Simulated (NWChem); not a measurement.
Everything below was run with NWChem. System: Al (+1), charge 1, spin multiplicity 1. Level: PBE/def2-TZVP.

The NWChem input:

```
start mol
memory heap 200 mb stack 900 mb global 1100 mb
charge 1
geometry units angstroms nocenter noautoz
  Al     0.000000     0.000000     0.000000
  symmetry group D2h
end
basis spherical
  * library def2-tzvp
end
dft
  xc xpbe96 cpbe96
  semidirect memsize 60000000 filesize 0
  iterations 100
end
task dft energy
```

Output (cleaned and shortened):

```
             Northwest Computational Chemistry Package (NWChem) 7.3.0
             --------------------------------------------------------

                                NWChem Input Module
                                -------------------

 Scaling coordinates for geometry "geometry" by  1.889725989
 (inverse scale =  0.529177249)

                             Geometry "geometry" -> ""
                             -------------------------

 Output coordinates in angstroms (scale by  1.889725989 to convert to a.u.)

  No.       Tag          Charge          X              Y              Z
 ---- ---------------- ---------- -------------- -------------- --------------
    1 Al                  13.0000     0.00000000     0.00000000     0.00000000

 Effective nuclear repulsion energy (a.u.)       0.0000000000

            Nuclear Dipole moment (a.u.)
            ----------------------------
        X                 Y               Z
 ---------------- ---------------- ----------------
     0.0000000000     0.0000000000     0.0000000000

      Symmetry information
      --------------------

 Group name             D2h
 Group number             26
 Group order               8
 No. of unique centers     1

      Symmetry unique atoms

     1


 Summary of "ao basis" -> "" (spherical)
 ------------------------------------------------------------------------------
       Tag                 Description            Shells   Functions and Types
 ---------------- ------------------------------  ------  ---------------------
 *                         def2-tzvp                  on all atoms

  pbe96 is a nonlocal functional; adding pw91lda local functional.

                                 NWChem DFT Module
                                 -----------------

 Summary of "ao basis" -> "ao basis" (spherical)
 ------------------------------------------------------------------------------
       Tag                 Description            Shells   Functions and Types
 ---------------- ------------------------------  ------  ---------------------
 Al                        def2-tzvp                13       37   5s5p2d1f
[...]
 !! scf_movecs_sym_adapt:   22 vectors were symmetry contaminated

 d= 0,ls=0.0,diis     5   -242.0047650710 -5.65D-07  2.02D-06  8.81D-10     0.6

         Total DFT energy =     -242.004765070983
      One electron energy =     -332.826398104925
           Coulomb energy =      109.025338328130
    Exchange-Corr. energy =      -18.203705294188
 Nuclear repulsion energy =        0.000000000000

 Numeric. integr. density =       11.999999997727

     Total iterative time =      0.4s

                  Occupations of the irreducible representations
                  ----------------------------------------------

                     irrep           alpha         beta
                     --------     --------     --------
                     ag                3.0          3.0
                     au                0.0          0.0
                     b1g               0.0          0.0
                     b1u               1.0          1.0
                     b2g               0.0          0.0
                     b2u               1.0          1.0
                     b3g               0.0          0.0
                     b3u               1.0          1.0

                       DFT Final Molecular Orbital Analysis
                       ------------------------------------

 Vector    4  Occ=2.000000D+00  E=-2.867756D+00  Symmetry=b2u
              MO Center= -1.8D-35,  5.7D-32,  5.5D-35, r^2= 1.3D-01
   Bfn.  Coefficient  Atom+Function         Bfn.  Coefficient  Atom+Function
  ----- ------------  ---------------      ----- ------------  ---------------
     7      0.553159  1 Al py                10      0.394829  1 Al py
    13      0.209137  1 Al py

 Vector    5  Occ=2.000000D+00  E=-2.867756D+00  Symmetry=b3u
              MO Center=  3.7D-32,  1.9D-34,  1.4D-35, r^2= 1.3D-01
   Bfn.  Coefficient  Atom+Function         Bfn.  Coefficient  Atom+Function
  ----- ------------  ---------------      ----- ------------  ---------------
     6      0.553159  1 Al px                 9      0.394829  1 Al px
    12      0.209137  1 Al px

 Vector    6  Occ=2.000000D+00  E=-5.433578D-01  Symmetry=ag
              MO Center= -3.2D-41, -3.6D-41,  6.2D-41, r^2= 1.8D+00
   Bfn.  Coefficient  Atom+Function         Bfn.  Coefficient  Atom+Function
  ----- ------------  ---------------      ----- ------------  ---------------
     4      0.894973  1 Al s                  3     -0.400359  1 Al s
     5      0.254823  1 Al s                  2      0.110559  1 Al s
     1      0.071199  1 Al s

 Vector    7  Occ=0.000000D+00  E=-3.325616D-01  Symmetry=b3u
              MO Center=  5.3D-31,  4.2D-32, -7.4D-33, r^2= 2.9D+00
   Bfn.  Coefficient  Atom+Function         Bfn.  Coefficient  Atom+Function
  ----- ------------  ---------------      ----- ------------  ---------------
    15      0.672034  1 Al px                18      0.427120  1 Al px
     6     -0.138755  1 Al px                 9     -0.114032  1 Al px

 Vector    8  Occ=0.000000D+00  E=-3.325616D-01  Symmetry=b2u
              MO Center= -1.2D-33, -8.2D-32,  1.3D-32, r^2= 2.9D+00
   Bfn.  Coefficient  Atom+Function         Bfn.  Coefficient  Atom+Function
  ----- ------------  ---------------      ----- ------------  ---------------
    16      0.672034  1 Al py                19      0.427120  1 Al py
     7     -0.138755  1 Al py                10     -0.114032  1 Al py

 Vector    9  Occ=0.000000D+00  E=-3.325616D-01  Symmetry=b1u
              MO Center= -1.1D-32,  6.5D-33,  1.9D-31, r^2= 2.9D+00
   Bfn.  Coefficient  Atom+Function         Bfn.  Coefficient  Atom+Function
  ----- ------------  ---------------      ----- ------------  ---------------
    17      0.672034  1 Al pz                20      0.427120  1 Al pz
     8     -0.138755  1 Al pz                11     -0.114032  1 Al pz

 Task  times  cpu:        0.6s     wall:        0.6s

 Total times  cpu:        0.7s     wall:        0.7s
```
